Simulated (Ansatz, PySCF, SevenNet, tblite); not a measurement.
## Ladder of methods for the lattice constant a of zinc-blende BP

Reference value: 4.525 Å (measured, static lattice: zero-point anharmonic expansion removed; as tabulated in Mejia-Rodriguez and Trickey (2018), arXiv:1807.09216).

Problem. What do GFN1-xTB, SevenNet-0, PBE, rVV10, PBE0-D3(BJ), Hartree–Fock, CCSD(T) give, and how far is each from the reference?

Solution. 
```tsv
level (code)	value (Å)	error (%)
GFN1-xTB (tblite)	4.574	+1.08
SevenNet-0	4.532	+0.15
PBE (Ansatz)	4.548	+0.51
rVV10 (Ansatz)	4.565	+0.88
PBE0-D3(BJ) (Ansatz)	4.484	-0.91
Hartree–Fock (Ansatz)	4.584	+1.30
CCSD(T) (PySCF)	4.515 ± 0.02	-0.22
```

Once the reference is moved by up to 0.10 % (a margin picked here for doubts on the reference and the settings) and values within 0.10 % count as equal, the nearest can be SevenNet-0 (+0.15 %) or CCSD(T) (-0.22 %). Among them Hartree–Fock (+1.30 %) misses by most. Within 2 %: GFN1-xTB, SevenNet-0, PBE, rVV10, PBE0-D3(BJ), Hartree–Fock, CCSD(T).

A ± on a computed value is a rough bar: the spread of its extrapolation, a floor set from checks against published values, or a statistical error. GFN1-xTB: the method was fitted mainly to molecules. GFN1-xTB: the run uses a supercell at the zone centre in place of a k mesh. Cutoffs and k meshes differ between the levels. Ansatz's density-functional and Hartree–Fock values are scalar-relativistic unless marked +SOC, with PAW data made under PBE.

Machine-learned potentials (SevenNet-0) are trained on DFT data: a solid inside that data is no test of them.

Differences are worked out from the printed values.

Ansatz is an electronic-structure program.
